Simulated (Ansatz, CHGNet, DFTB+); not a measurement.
**hcp Os, lattice constant a**

Reference value: 2.734 Å (measured, 293 K, not corrected to a static lattice, our sources range from 2.734 to 2.740; as tabulated in Wikipedia's data pages).

```csv
level (code),value (Å)
GFN2-xTB as cut by DFTB+,2.800
CHGNet 0.3.0,2.772
PBE (Ansatz),2.754
PBE-D3(BJ) (Ansatz),2.737
r²SCAN50 (Ansatz),[?]
```

Task: What belongs in the gaps?

Result: 
- r²SCAN50 (Ansatz, a first-principles code), value (Å): 2.694

Differences against the reference: GFN2-xTB as cut by DFTB+ +2.41 %, CHGNet 0.3.0 +1.39 %, PBE +0.73 %, PBE-D3(BJ) +0.11 %, r²SCAN50 -1.46 %.

Leaving aside GFN2-xTB as cut by DFTB+ (doubt noted below): The reference is not for a static lattice or low temperature, so close values are not ranked against it. Off by more than 1.25 %, or 1.75 % on the side where a correction would as a rule narrow the miss (bounds picked here): CHGNet 0.3.0 (+1.39 %).

The measured value isn't corrected to a static lattice, so vibrations enter the comparison.  Density-functional levels without +SOC have no spin–orbit coupling. GFN2-xTB as cut by DFTB+: the cell has another shape than the first-principles one, perhaps another minimum in the same group. GFN2-xTB as cut by DFTB+: the cell moved over 20 % in volume from its start. GFN2-xTB as cut by DFTB+: the method was fitted mainly to molecules. GFN2-xTB as cut by DFTB+: codes differ in how they cut the long-range tail of xTB's charge interaction in a crystal, so the value belongs to this code. K meshes differ between the levels. Ansatz's density-functional and Hartree–Fock values are scalar-relativistic unless marked +SOC, with PAW data made under PBE.

Machine-learned potentials (CHGNet 0.3.0) are trained on DFT data: a solid inside that data is no test of them.

Differences are worked out from the printed values.
